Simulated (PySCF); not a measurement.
Isomers of C2HFN2O. Theory: PBE0-D3(BJ)/def2-SVP geometry optimisation, gas phase in PySCF 2.14.0. Energies are electronic, without zero-point or thermal terms, for one conformer each. No frequencies were run at this level. Point groups hold within 0.08 Å.

Question: Rank from lowest to highest electronic energy at this level (kcal/mol).
A. `c1(F)oncn1`
B. `Fc1ncon1`

Answer: A (0.0), B (0.1).

Neighbours under 2.5 kcal/mol apart (Fc1ncno1 and Fc1ncon1) can change places with a better method, another conformer or zero-point energy.

```json
{"SMILES": "Fc1ncno1", "E (Eh)": "-360.67477", "E rel (kcal/mol)": "0.0", "dipole (D)": "0.67", "point group": "Cs", "A, B, C (MHz)": "10339, 3965, 2866"}
{"SMILES": "Fc1ncon1", "E (Eh)": "-360.67456", "E rel (kcal/mol)": "0.1", "dipole (D)": "2.28", "point group": "Cs", "A, B, C (MHz)": "10250, 3908, 2830"}
```

As an exercise, what shares would exp(−E/RT) give at 1000 K from these electronic energies alone (no entropy, no degeneracies)?

RT = 1.987 kcal/mol: Fc1ncno1 51.7 %, Fc1ncon1 48.3 %.
